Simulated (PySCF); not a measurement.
Ligands exchanged one at a time, B F-Br. Isolated molecules, 0 K electronic values unless said otherwise. Strings in code marks are SMILES.

All values below come from PySCF with ωB97X-D3(BJ)/def2-TZVP // B3LYP-D3(BJ)/def2-TZVP. Delta-SCF ions had no search for a lower state. Excitations are Tamm–Dancoff values on a coarser integration grid. The basis has no diffuse functions, so Rydberg states are missing or too high.

| species | brightest of the four lowest singlets (TDA) (eV) | vertical ionisation energy (Delta-SCF) (eV) | S1 excitation (TDA) (eV) |
|---|---|---|---|
| 0 of 3 F replaced by Br (`FB(F)F`) | – | [?] | 10.96 |
| 1 of 3 F replaced by Br (`FB(F)Br`) | 8.23 | 11.91 | 7.39 |
| 2 of 3 F replaced by Br (`FB(Br)Br`) | 7.03 | 11.26 | 6.14 |
| 3 of 3 F replaced by Br | 6.36 | 10.86 | [?] |

**Question.** Some entries are withheld; supply them.

**Answer.** 
- 0 of 3 F replaced by Br (`FB(F)F`), vertical ionisation energy (Delta-SCF) (eV): 15.61
- 3 of 3 F replaced by Br, S1 excitation (TDA) (eV): 5.15
